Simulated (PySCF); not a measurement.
Geometries of 2 isomers of C3H5N3, from PBE0-D3(BJ)/def2-SVP geometry optimisation, gas phase in PySCF 2.14.0. One conformer each, no zero-point energy, no frequencies.

Question: Which isomer lies lower at this level?
A.
```xyz
11
angstrom
C     -1.684    0.144    0.090
N     -0.264   -0.072   -0.003
C      0.734    0.839   -0.075
C      1.874    0.069   -0.157
N      1.508   -1.235   -0.130
N      0.224   -1.312   -0.038
H     -1.928    0.760    0.967
H     -2.068    0.633   -0.817
H     -2.152   -0.842    0.196
H      0.558    1.911   -0.062
H      2.915    0.375   -0.230
```
B.
```xyz
11
angstrom
C     -1.746   -0.060   -0.032
N     -0.306   -0.037   -0.037
N      0.410   -1.121    0.167
C      1.666   -0.686    0.127
C      1.640    0.698   -0.104
N      0.369    1.078   -0.200
H     -2.136    0.383    0.896
H     -2.063   -1.106   -0.103
H     -2.123    0.511   -0.890
H      2.505   -1.366    0.257
H      2.453    1.414   -0.206
```

Answer: B. That is `Cn1nccn1`, 6.3 kcal/mol below the other.

| SMILES | atoms numbered as above | E (Eh) | relative (kcal/mol) | relative (kJ/mol) | dipole (D) |
| --- | --- | --- | --- | --- | --- |
| Cn1nccn1 | [CH3:1][n:2]1[n:3][cH:4][cH:5][n:6]1 | -281.02949 | 0.0 | 0.0 | 0.59 |
| Cn1ccnn1 | [CH3:1][n:2]1[cH:3][cH:4][n:5][n:6]1 | -281.01943 | 6.3 | 26.4 | 4.63 |
